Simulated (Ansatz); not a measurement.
# H4NPSi, SMILES N1[SiH2]P1: a composite energy at a relaxed geometry

Program: Ansatz 0.2.0, Python API.

Notebook, run cell by cell (the value of a cell's last expression is shown):

In [1]:
```python
import itertools

import ansatz as az
from ase import Atoms
from ase.data import atomic_numbers, covalent_radii
import numpy as np
```

In [2]:
```python
BASIS = "def2-SVP"
FUNCTIONAL = "B3LYP"
```

In [3]:
```python
atoms = Atoms(["N", "Si", "P", "H", "H", "H", "H"], positions=[
    (-0.6575, -0.6903, 0.1593),
    (-0.5761, 0.967, 0.0552),
    (0.6832, -1.2214, 0.6563),
    (-0.975, -1.0664, -0.71),
    (0.3476, 1.379, -1.0462),
    (-0.282, 1.6569, 1.3418),
    (1.521, -1.0928, -0.5019),
])
mol = az.Crystal.molecule_from_ase(atoms)
```

In [4]:
```python
calc = (
    mol.calculation()
    .basis(gaussian=BASIS)  # atom-centred Gaussian functions
    .functional(FUNCTIONAL)
)
symbols = [site.symbol for site in mol.cartesian_sites]
start = np.array([site.position_ang for site in mol.cartesian_sites], dtype=float)
data = calc.relax(force_tolerance=0.01).run(threads=1).report
end = np.array(data["positions_ang"])
# pairs closer than 1.2 times the sum of covalent radii, before or after
radius = [covalent_radii[atomic_numbers[s]] for s in symbols]
span = lambda where, i, j: np.linalg.norm(where[i] - where[j])
bonded = [(i, j) for i, j in itertools.combinations(range(len(symbols)), 2) if min(span(start, i, j), span(end, i, j)) < 1.2 * (radius[i] + radius[j])]
print("pair        before    after (A)")
for i, j in bonded:
    print(f"{symbols[i]}{i}-{symbols[j]}{j}".ljust(10), f"{span(start, i, j):8.4f} {span(end, i, j):8.4f}")
for first, second in list(itertools.combinations(bonded, 2)):
    shared = set(first) & set(second)
    if shared and symbols[(j := shared.pop())] != "H":
        i, k = sorted((set(first) | set(second)) - {j})
        u, v = end[i] - end[j], end[k] - end[j]
        angle = np.degrees(np.arccos(np.clip(u @ v / np.linalg.norm(u) / np.linalg.norm(v), -1, 1)))
        print(f"final angle {symbols[i]}{i}-{symbols[j]}{j}-{symbols[k]}{k}: {angle:.2f} deg")
```
```text
pair        before    after (A)
N0-Si1       1.6626   1.7166
N0-P2        1.5253   1.7921
N0-H3        0.9990   1.0143
Si1-P2       2.5954   2.2354
Si1-H4       1.4953   1.4886
Si1-H5       1.4892   1.4842
P2-H6        1.4352   1.4543
final angle Si1-N0-P2: 79.12 deg
final angle Si1-N0-H3: 139.41 deg
final angle N0-Si1-P2: 51.93 deg
final angle N0-Si1-H4: 120.10 deg
final angle N0-Si1-H5: 117.76 deg
final angle P2-N0-H3: 127.18 deg
final angle N0-P2-Si1: 48.95 deg
final angle N0-P2-H6: 101.48 deg
final angle P2-Si1-H4: 118.90 deg
final angle P2-Si1-H5: 123.52 deg
final angle Si1-P2-H6: 93.11 deg
final angle H4-Si1-H5: 112.12 deg
```

In [5]:
```python
minimum = az.Crystal.molecule()
for symbol, place in zip(symbols, end):
    minimum = minimum.atom(symbol, place.tolist())
at_minimum = minimum.calculation()
# MP2 extrapolated to the basis limit, plus the small-basis difference CCSD(T) - MP2
level = lambda method, basis: at_minimum.basis(gaussian=basis).correlation(method).run(threads=1).report
small, large, cluster = level("mp2", "cc-pVDZ"), level("mp2", "cc-pVTZ"), level("ccsd_t", "cc-pVDZ")
corr = lambda each: (each["free_energy_ev"] - each["reference_energy_ev"]) / 27.211386246
mp2_limit = (27 * corr(large) - 8 * corr(small)) / 19
pieces = {"HF / cc-pVTZ": large["reference_energy_ev"] / 27.211386246, "MP2 correlation, DZ-TZ limit": mp2_limit, "CCSD(T) - MP2 / cc-pVDZ": corr(cluster) - corr(small)}
for name, value in pieces.items():
    print(f"{name:32s} {value:14.6f} Ha")
print(f"{'sum':32s} {sum(pieces.values()):14.6f} Ha")
print("T1 diagnostic", round(cluster["correlation"]["coupled_cluster"]["t1_diagnostic"], 4))
```
```text
HF / cc-pVTZ                        -686.473705 Ha
MP2 correlation, DZ-TZ limit          -0.522957 Ha
CCSD(T) - MP2 / cc-pVDZ               -0.054414 Ha
sum                                 -687.051075 Ha
T1 diagnostic 0.015
```

What to keep in mind:
- Total energies depend on the basis set; only differences at equal settings carry meaning.
- The sum leaves out core correlation, relativity, the Hartree-Fock basis error and zero-point energy; a DZ-TZ extrapolation is rough.
- b3lyp holds the VWN-RPA fit, as in Gaussian; the form of ORCA and Turbomole is b3lyp5.
- Inner cores stay frozen, so this is valence correlation.
- For Al to Cl the sets with a tight d function, cc-pV(X+d)Z, are usual.
- An extrapolation from small basis sets is rough.
- Hardware and time: 38 s on 1 thread of Arm Neoverse V2 (shared host), peak memory 0.32 GiB.
